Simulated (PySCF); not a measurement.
Redox energetics: 2-cyano-2-propyl radical

System: 2-cyano-2-propyl radical, `C[C](C)C#N` (C4H6N•, doublet). Atom numbers as in the mapped SMILES `[CH3:1][C:2]([CH3:3])[C:4]#[N:5]`.

Computed at ωB97X-D3(BJ)/ma-def2-TZVP // PBE0-D3(BJ)/ma-def2-SVP with PySCF (density fitting, grid level 2). Zero-point and thermal terms (298.15 K, 1 bar) come from unscaled GFN2-xTB harmonic frequencies, with soft modes damped to free rotors in the entropy. These were taken at the GFN2-xTB minima.

Frontier levels of the parent: HOMO -8.76 eV, LUMO -0.73 eV.

Oxidation to the singlet cation:
| Quantity | Value |
| --- | --- |
| Vertical ionisation energy (electronic) | 8.66 eV |
| Adiabatic ionisation energy (with zero-point energy) | 8.44 eV |
| Adiabatic, electronic part | 8.50 eV |
| Vertical gap at the product's structure | 8.27 eV |
| Inner reorganisation energy (four-point) | 393 meV |
| Relaxation of product / of parent | 162 / 231 meV |
| Largest changes of atomic charge | C2 0.33, N5 0.26, H (on C1) 0.09, H (on C3) 0.09 |
| Distances that move most (Å) | C1–C2 1.492 → 1.450; C2–C3 1.492 → 1.451; C1–H 1.097 → 1.122; C3–H 1.097 → 1.121 |
| Potential in DMF | 5.91 V absolute, 1.37 V against Fc+/Fc computed at 4.54 V (solvation -27 → -271 kJ/mol) |

Vertical ionisation energy to the triplet cation: 11.74 eV. This state was not relaxed.

Reduction to the singlet anion:
* Vertical electron affinity (electronic): 0.97 eV
* Adiabatic electron affinity (with zero-point energy): 1.05 eV
* Adiabatic, electronic part: 1.02 eV
* Vertical gap at the product's structure: 1.17 eV
* Inner reorganisation energy (four-point): 209 meV
* Relaxation of product / of parent: 51 / 158 meV
* Largest changes of atomic charge: C2 -0.38, N5 -0.30, H (on C1) -0.09, H (on C3) -0.09
* Distances that move most (Å): C3–H 1.104 → 1.123; C1–H 1.104 → 1.123; C4–N5 1.172 → 1.189; C2–C4 1.394 → 1.382
* Potential in DMF: 3.29 V absolute, -1.25 V against Fc+/Fc computed at 4.54 V (solvation -27 → -244 kJ/mol)

Vertical electron affinity to the triplet anion: -0.72 eV. This state was not relaxed. The value is negative, so the extra electron is not bound, and the number hangs on the basis.

Solvents are IEF-PCM continua (electrostatics only, gas-phase structures); absolute potentials refer to an electron at rest in vacuum. Fc+/Fc in DMF, 4.54 V, is ωB97X-D3(BJ)/ma-def2-TZVP on PBE0-D3(BJ)/def2-SVP structures with GFN2-xTB thermal terms. Benchmark calculations put it near 5.0 V in acetonitrile and DMSO, so it is about 0.5 V low, and the value against it can read up to that much too high.

Measured values (NIST Chemistry WebBook, evaluated or the median of agreeing entries): vertical ionisation energy 8.56 eV (computed 8.66, difference 0.10); adiabatic ionisation energy 8.20 eV (computed 8.44, difference 0.24).
